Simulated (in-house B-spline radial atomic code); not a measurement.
RPA and G0W0 for He, 1s2, as one setting changes: the share of exact exchange in the PBE hybrid start. A dash marks a level of low quasi-particle weight. Computed with a B-spline radial code for spherical atoms: all electrons, non-relativistic, point nucleus, each spin shell either full or empty, empty states to l = 9 with an (l + 1/2)⁻⁴ tail; G0W0 by contour deformation at full frequency.

| share of exact exchange in the PBE hybrid start | mean-field level (eV) | G0W0 level (eV) | RPA correlation (Eh) |
| --- | --- | --- | --- |
| 0 | -15.763 | 1s -23.440 | -0.084294 |
| 0.1 | -16.742 | 1s -23.725 | -0.082061 |
| 0.2 | -17.727 | 1s -23.957 | -0.079973 |
| 0.3 | -18.716 | 1s -24.141 | -0.078014 |
| 0.4 | ? | ? | ? |
| 0.5 | ? | ? | ? |
| 0.6 | -21.712 | 1s -24.518 | -0.072794 |
| 0.7 | -22.720 | 1s -24.603 | -0.07124 |
| 0.8 | -23.732 | 1s -24.675 | -0.069765 |
| 0.9 | -24.748 | 1s -24.734 | -0.068363 |
| 1 | -25.768 | 1s -24.789 | -0.067028 |

(1) What belongs in the row for 0.4?

(2) What belongs in the row for 0.5?

(3) At what share of exact exchange does G0W0 leave the highest level unchanged?

Results:

(1) mean-field level (eV): -19.710; G0W0 level (eV): 1s -24.291; RPA correlation (Eh): -0.076172.

(2) mean-field level (eV): -20.709; G0W0 level (eV): 1s -24.415; RPA correlation (Eh): -0.074435.

(3) Near 0.90, where the shift changes sign (-0.943 eV at 0.8, +0.014 eV at 0.9).
